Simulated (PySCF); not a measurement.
Bonds (- single, = double, # triple, : aromatic): C1=C2, C2-C3, C3-C4, C3-C5, C3-C6. C1 carries H7, H8; C2 carries H9; C4 carries H10, H11, H12; C5 carries H13, H14, H15; C6 carries H16, H17, H18. H8 is cis to C3; H7 is trans to C3.

- geometry from GFN2-xTB
- shieldings: GIAO PBE0/pcSseg-1
- program: PySCF
- non-relativistic, in vacuum, single conformer, fast rotation and ring inversion assumed for equivalent nuclei

Referencing at the same level of theory: 13C, 1H against TMS.

| atoms | nucleus | count | δ (ppm) |
| --- | --- | --- | --- |
| C2 | 13C | 1 | 158.9 |
| H7 | 1H | 1 | 5.21 |
| H8 | 1H | 1 | ? |
| H10/H11/H12/H13/H14/H15/H16/H17/H18 | 1H | 9 | 1.06 |
| C3 | 13C | 1 | 36.6 |
| C4/C5/C6 | 13C | 3 | 30.5 |
| C1 | 13C | 1 | 114.9 |
| H9 | 1H | 1 | ? |

Problem. Fill in the missing shifts.

Solution. 
- H9: 6.25 ppm, hydrogen on an alkene CH; a vinylic proton, deshielded by the sp2 carbon and the C=C anisotropy
- H8: 5.21 ppm, hydrogen on a terminal =CH2 carbon; olefinic region

Shifts are as computed. Against solution values, carbons near 30 ppm lie about +3 ppm off and those near 130 ppm about +5 ppm. Of 1211 compounds with measured shifts, 218 miss one by over three times the rms of a fit or turn the order of signals round; such compounds aren't used in these exercises.
